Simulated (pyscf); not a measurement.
This saddle point was located with ωB97X-D3(BJ)/def2-SVP in PySCF.

```xyz
8

C     -1.1212    -0.6429    -0.0432
Zn    -0.3637     1.3384     0.2559
H     -0.8065    -1.5928    -0.5106
H     -2.0713    -0.3769    -0.5378
H     -1.3340    -0.8941     1.0102
H     -0.5941     2.7428     0.8322
F      1.1034     0.3924    -0.7563
H      0.1710    -0.2373    -0.5223
```

Surface: singlet, charge 0. Lowest wavenumbers (cm⁻¹): 1028i, 125, 329, 381, 416.

### Question
Which two sides does it connect, and which bonds change?

### Answer
H₃C–ZnH + hydrogen fluoride (HF) ⇌ methane (CH₄) + F–ZnH, a four-centre exchange read from left to right: C–Zn, F–H broken and C–H, F–Zn formed. At CCSD(T)/def2-TZVPP + ΔMP2(QZVPP) it lies +36.8 kJ/mol from the left side and +138.3 kJ/mol from the right (each side as separated species at their lowest minima found). One saddle was located; it need not be the lowest between these sides. The CCSD(T) − MP2 part came from Ansatz, without density fitting, on the same reference. The frozen core leaves the outer d or s,p core shells of the metals and heavy elements correlated in the MP2 and CC values, and def2-TZVPP describes them poorly, which can shift differences by a few kcal/mol. Elements up to Kr have no core potential and no relativistic terms here.
